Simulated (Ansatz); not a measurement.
We consider zinc-blende InSb, described by r²SCAN+rVV10 (PAW; Ansatz, a first-principles code).

Total energies, extrapolated to zero smearing (they compare only within this program, potentials and cutoff):

```tsv
system	energy (eV/atom)
zinc-blende InSb, relaxed	-6053.7606
body-centred tetragonal In	-5609.9459
rhombohedral A7 Sb	-6497.1719
```

### Question
Work out the enthalpy of formation per atom.

### Answer
ΔH_f ≈ ΔE = -6053.7606 − [1 × (-5609.9459) + 1 × (-6497.1719)]/2 = -0.202 eV/atom (0 K, no vibrations). The reference value is -0.16 eV/atom (measured, 298 K, not corrected to a static lattice; as tabulated in Zhang et al. (2018), doi:10.1038/s41524-018-0065-z), a difference of -0.042 eV/atom.

Spin–orbit coupling is left out; its size isn't shown.

The PAW data were made under PBE.
